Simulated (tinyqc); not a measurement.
Worked calculation (part 3 of 3): ROHF in the sto-3g basis, for NH, spin multiplicity 3. Computed by tinyqc, a small Python program that keeps every step (integrals from PySCF). Command: `OMP_NUM_THREADS=1 python tinyqc.py 26683 26684 out.jsonl` (the two numbers bound the seeds that draw the settings). One thread of a shared host (Intel(R) Xeon(R) Processor @ 2.60GHz), about 0.06 s of CPU time with the checks.

Geometry (angstrom):
```
atom         x         y         z
N     0.000000  0.000000  0.000000
H     0.000000  0.000000  1.855000
```

## Iteration 12 (converged): orbitals

converged F (hartree), order 1N 1s, 1N 2s, 1N 2px, 1N 2py, 1N 2pz, 2H 1s:
$$\begin{pmatrix}
-15.356042 & -3.891463 & 0.000000 & 0.000000 & -0.008158 & -0.147903 \\
-3.891463 & -1.820271 & 0.000000 & 0.000000 & 0.006172 & -0.218398 \\
0.000000 & 0.000000 & -0.074199 & 0.000000 & 0.000000 & 0.000000 \\
0.000000 & 0.000000 & 0.000000 & -0.074199 & 0.000000 & 0.000000 \\
-0.008158 & 0.006172 & 0.000000 & 0.000000 & -0.094789 & -0.253576 \\
-0.147903 & -0.218398 & 0.000000 & 0.000000 & -0.253576 & -0.138774
\end{pmatrix}$$

X, order 1N 1s, 1N 2s, 1N 2px, 1N 2py, 1N 2pz, 2H 1s:
$$\begin{pmatrix}
-0.651899 & 0.476842 & 0.000000 & 0.000000 & -0.409871 & 0.488588 \\
0.791443 & -0.243112 & 0.000000 & 0.000000 & -0.232347 & 0.582142 \\
0.000000 & 0.000000 & 0.997487 & 0.070849 & 0.000000 & 0.000000 \\
0.000000 & 0.000000 & -0.070849 & 0.997487 & 0.000000 & 0.000000 \\
0.277508 & 0.705004 & 0.000000 & 0.000000 & 0.637464 & 0.209238 \\
-0.507766 & -0.605827 & 0.000000 & 0.000000 & 0.512452 & 0.394448
\end{pmatrix}$$

Diagonalise F' = X^T F X, C = X C', fill 5 alpha and 3 beta electrons from the bottom; D(s) = C_occ C_occ^T. Each column has its largest component positive (the first on a tie).

F' = X^T F X (hartree):
$$\begin{pmatrix}
-3.538879 & 3.171384 & 0.000000 & 0.000000 & -3.118717 & 4.119010 \\
3.171384 & -2.564894 & 0.000000 & 0.000000 & 2.870115 & -3.844696 \\
0.000000 & 0.000000 & -0.074199 & 0.000000 & 0.000000 & 0.000000 \\
0.000000 & 0.000000 & 0.000000 & -0.074199 & 0.000000 & 0.000000 \\
-3.118717 & 2.870115 & 0.000000 & 0.000000 & -3.543235 & 4.501907 \\
4.119010 & -3.844696 & 0.000000 & 0.000000 & 4.501907 & -6.721391
\end{pmatrix}$$

orbital energies (hartree): MO1 -15.361910, MO2 -0.888506, MO3 -0.306729, MO4 -0.074199, MO5 -0.074199, MO6 0.188746

coefficients C, order 1N 1s, 1N 2s, 1N 2px, 1N 2py, 1N 2pz, 2H 1s:
$$\begin{pmatrix}
0.994911 & -0.258582 & 0.034389 & 0.000000 & 0.000000 & -0.034179 \\
0.020851 & 1.012504 & -0.162178 & 0.000000 & 0.000000 & 0.162663 \\
0.000000 & 0.000000 & 0.000000 & 0.956667 & 0.291183 & 0.000000 \\
0.000000 & 0.000000 & 0.000000 & -0.291183 & 0.956667 & 0.000000 \\
0.000745 & 0.002587 & 0.654886 & 0.000000 & 0.000000 & 0.771556 \\
-0.001626 & 0.088018 & 0.664730 & 0.000000 & 0.000000 & -0.770346
\end{pmatrix}$$

D(alpha) after iteration 12, order 1N 1s, 1N 2s, 1N 2px, 1N 2py, 1N 2pz, 2H 1s:
$$\begin{pmatrix}
1.057895 & -0.246647 & 0.000000 & 0.000000 & 0.022593 & -0.001518 \\
-0.246647 & 1.051901 & 0.000000 & 0.000000 & -0.103574 & -0.018720 \\
0.000000 & 0.000000 & 1.000000 & 0.000000 & 0.000000 & 0.000000 \\
0.000000 & 0.000000 & 0.000000 & 1.000000 & 0.000000 & 0.000000 \\
0.022593 & -0.103574 & 0.000000 & 0.000000 & 0.428883 & 0.435549 \\
-0.001518 & -0.018720 & 0.000000 & 0.000000 & 0.435549 & 0.449616
\end{pmatrix}$$

D(beta) after iteration 12, order 1N 1s, 1N 2s, 1N 2px, 1N 2py, 1N 2pz, 2H 1s:
$$\begin{pmatrix}
1.057895 & -0.246647 & 0.000000 & 0.000000 & 0.022593 & -0.001518 \\
-0.246647 & 1.051901 & 0.000000 & 0.000000 & -0.103574 & -0.018720 \\
0.000000 & 0.000000 & 0.000000 & 0.000000 & 0.000000 & 0.000000 \\
0.000000 & 0.000000 & 0.000000 & 0.000000 & 0.000000 & 0.000000 \\
0.022593 & -0.103574 & 0.000000 & 0.000000 & 0.428883 & 0.435549 \\
-0.001518 & -0.018720 & 0.000000 & 0.000000 & 0.435549 & 0.449616
\end{pmatrix}$$

Within a degenerate level the vectors are fixed only up to a rotation; this is one choice.

## Convergence

Stop when the energy changes by less than 1e-10 hartree and every element of the error matrix X^T (F D S - S D F) X is below 3e-06.

Course of the cycle:
```
iteration   E (hartree)     change  largest element of the error matrix
1          -53.33367012          -                             3.16e-01
2          -53.72321163  -3.90e-01                             1.48e-01
3          -53.92105463  -1.98e-01                             2.58e-01
4          -53.95189102  -3.08e-02                             2.42e-01
5          -54.02890240  -7.70e-02                             1.67e-01
6          -54.04966420  -2.08e-02                             1.27e-01
7          -54.07243093  -2.28e-02                             3.29e-02
8          -54.07374470  -1.31e-03                             1.16e-02
9          -54.07392846  -1.84e-04                             1.57e-03
10         -54.07393165  -3.20e-06                             4.29e-04
11         -54.07393191  -2.58e-07                             1.60e-07
12         -54.07393191   9.95e-14                             3.10e-07
```

PySCF ROHF in the same basis = -54.07393191 hartree

Converged in 12 iterations.

## Populations, bond orders and dipole

overlap S, order 1N 1s, 1N 2s, 1N 2px, 1N 2py, 1N 2pz, 2H 1s:
$$\begin{pmatrix}
1.000000 & 0.235038 & 0.000000 & 0.000000 & 0.000000 & 0.008667 \\
0.235038 & 1.000000 & 0.000000 & 0.000000 & 0.000000 & 0.132491 \\
0.000000 & 0.000000 & 1.000000 & 0.000000 & 0.000000 & 0.000000 \\
0.000000 & 0.000000 & 0.000000 & 1.000000 & 0.000000 & 0.000000 \\
0.000000 & 0.000000 & 0.000000 & 0.000000 & 1.000000 & 0.152262 \\
0.008667 & 0.132491 & 0.000000 & 0.000000 & 0.152262 & 1.000000
\end{pmatrix}$$

Mulliken: Z minus the diagonal of D S on the atom; Loewdin: the same with S^(1/2) D S^(1/2); Mayer order: 2 sum_s sum (D(s) S)_ij (D(s) S)_ji over the two atoms.

Charges (e):
```
atom   Mulliken    Loewdin  Mulliken spin
1N     0.026880   0.029882       2.000000
2H    -0.026880  -0.029882       0.000000
```

Mayer bond orders:
```
pair     order
2-1   0.999277
```

dipole moment about the origin, x y z (debye): [0.000000, 0.000000, 0.275494]
